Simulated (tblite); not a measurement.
Compound: C₃H₂F₂O.
Atom-mapped SMILES: `[F:1][C:2]1=[C:3]([F:4])[O:5][CH2:6]1` (hydrogens: H7, H8 on C6)

Computed with GFN2-xTB (tblite), gas phase: L-BFGS steps from a force-field or distance-geometry start until the largest atomic force falls under 0.01 eV/Å.

Step 7: E = -568.7208 eV
```
atom  x, y, z in Å  |  force x, y, z in eV/Å
F1      0.8558    1.9150    0.2780   -0.098  -0.012  -0.001
C2      0.4118    0.6724    0.1006    0.060  -0.100  -0.036
C3      0.9339   -0.5401   -0.0637    0.013  -0.020   0.009
F4      2.1029   -1.1289   -0.1269    0.095  -0.036  -0.003
O5     -0.2491   -1.2293   -0.1778   -0.016   0.083   0.016
C6     -0.9464    0.0270   -0.0149   -0.024   0.088   0.012
H7     -1.5665    0.0258    0.8779   -0.017  -0.022   0.054
H8     -1.5333    0.2676   -0.8977   -0.013   0.019  -0.051
```

Step 8: E = -568.7219 eV
```
atom  x, y, z in Å  |  force x, y, z in eV/Å
F1      0.8509    1.9165    0.2780   -0.069  -0.005   0.001
C2      0.4126    0.6724    0.1004    0.075  -0.102  -0.034
C3      0.9360   -0.5407   -0.0636   -0.016   0.007   0.011
F4      2.1043   -1.1340   -0.1274    0.031   0.009   0.002
O5     -0.2498   -1.2262   -0.1776    0.006   0.010   0.008
C6     -0.9464    0.0299   -0.0145   -0.008   0.046   0.006
H7     -1.5659    0.0244    0.8797   -0.009   0.001   0.023
H8     -1.5327    0.2671   -0.8996   -0.008   0.032  -0.017
```

Question: Estimate the geometry and energy of step 9. (The exact step hangs on the optimiser's Hessian estimate; all steps are aligned on step 8, rigid shifts and turns removed.)

Answer: E = -568.7223 eV, largest force 0.063 eV/Å
```
atom  x, y, z in Å  |  force x, y, z in eV/Å
F1      0.8481    1.9161    0.2780   -0.046   0.004   0.002
C2      0.4139    0.6710    0.0996    0.040  -0.044  -0.021
C3      0.9370   -0.5418   -0.0635   -0.013  -0.005   0.007
F4      2.1062   -1.1349   -0.1275   -0.006   0.019   0.003
O5     -0.2504   -1.2249   -0.1773    0.007  -0.030   0.001
C6     -0.9467    0.0321   -0.0142    0.011   0.005   0.000
H7     -1.5662    0.0240    0.8809    0.005   0.016  -0.002
H8     -1.5329    0.2678   -0.9007    0.003   0.035   0.010
```

The energy changes by -0.0004 eV. The first-order estimate −F·Δx gives -0.0007 eV and the mean of the old and new forces, exact on a quadratic surface, -0.0004 eV. The step makes an angle of 41° with the force vector and moves no atom by more than 0.003 Å.

What follows is the cost of the whole relaxation. Hardware: Intel Xeon Platinum 8375C at 2.90 GHz, one thread, no GPU, on a shared host. Cost: under 0.1 s of wall time.
